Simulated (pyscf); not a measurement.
Optimised with ωB97X-D3(BJ)/def2-SVP in PySCF. MP2 and CC: frozen core, UHF for open shells. ΔMP2 is the change of the MP2 total energy from the triple- to the quadruple-zeta basis.

Problem. PBE/def2-TZVP puts the barrier of O=B–Cl + HCl → HO–B(Cl)–Cl (addition across a multiple bond or ene-type step; singlet surface; Cl–H broken, H–O, B–Cl formed) at 8.1 kcal/mol and the reaction energy at -38.1 kcal/mol, from the separated reactants. What do B3LYP-D3(BJ)/def2-TZVP, ωB97M-D3(BJ)/def2-TZVP, CCSD(T)/def2-TZVPP + ΔMP2(QZVPP) give on the same structures?

Solution. B3LYP-D3(BJ): ΔE‡ = 13.1 kcal/mol, ΔE = -37.8 kcal/mol; ωB97M-D3(BJ): ΔE‡ = 13.6 kcal/mol, ΔE = -39.3 kcal/mol; CCSD(T): ΔE‡ = 15.7 kcal/mol, ΔE = -38.7 kcal/mol. PBE's barrier lies under all of them, by 5.0 to 7.6 kcal/mol. Its reaction energy lies among theirs. Low barriers are usual for a GGA, whose delocalisation error favours stretched bonds. On the reactant side the descent ends in a complex, 4.6 kcal/mol under the separated species and 17.9 kcal/mol under the saddle at ωB97X-D3(BJ)/def2-TZVP. At ωB97X-D3(BJ) the barrier from the zero used here is 13.3 kcal/mol. One saddle was located; it need not be the lowest between these sides. The CCSD(T) − MP2 part came from Ansatz, without density fitting, on the same reference.
